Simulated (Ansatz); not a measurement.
Relaxation of B$_{2}$H$_{6}$N (9 atoms, charge 1, multiplicity 1), to a largest force component of 0.015 eV/Å in at most 40 steps.

Method: Ansatz 0.2.0, RKS B3LYP-D4/STO-3G.

```xyz
9
Properties=species:S:1:pos:R:3
B -1.222 0.762 -0.645
B 0.252 0.167 -0.411
N 0.764 -0.671 0.768
H -1.534 1.846 -0.337
H -2.054 0.201 -1.244
H 1.079 0.348 -1.224
H 0.929 -1.640 0.477
H 0.028 -0.697 1.484
H 1.618 -0.309 1.200
```

Problem. Where does it end, and by what steps?

Solution. The run converged. The force dipped under the threshold on the way, but the program's further checks kept it going. Limits of this set-up: minimal basis, the dipole of an ion depends on the origin. After 16 steps the energy has fallen by 0.215 eV; H8 moved furthest, 0.12 Å.

| step | energy less start (eV) | largest force component (eV/Å) | accepted |
| --- | --- | --- | --- |
| 0 | 0.0000 | 1.684 | yes |
| 1 | -0.1923 | 0.501 | yes |
| 2 | -0.1989 | 0.458 | yes |
| 3 | -0.1884 | 0.798 | no |
| 4 | -0.2105 | 0.122 | yes |
| 5 | -0.2129 | 0.045 | yes |
| 6 | -0.2106 | 0.315 | no |
| 7 | -0.2139 | 0.021 | yes |
| 8 | -0.2124 | 0.197 | no |
| 9 | -0.2143 | 0.010 | yes |
| 10 | -0.2144 | 0.016 | yes |
| 11 | -0.2144 | 0.034 | no |
| 12 | -0.2144 | 0.014 | yes |
| 13 | -0.2145 | 0.021 | yes |
| 14 | -0.2145 | 0.016 | yes |
| 15 | -0.2145 | 0.015 | yes |
| 16 | -0.2145 | 0.012 | yes |

```xyz
9
Properties=species:S:1:pos:R:3
B -1.242 0.801 -0.669
B 0.263 0.173 -0.497
N 0.713 -0.665 0.766
H -1.490 1.888 -0.284
H -2.097 0.184 -1.197
H 1.145 0.275 -1.274
H 1.036 -1.635 0.474
H -0.025 -0.796 1.515
H 1.557 -0.217 1.232
```

Whether the end is a true minimum wasn't checked by a vibrational analysis.

The run took 17 s on 1 thread of Arm Neoverse V1 (shared host), peak memory 0.17 GiB.
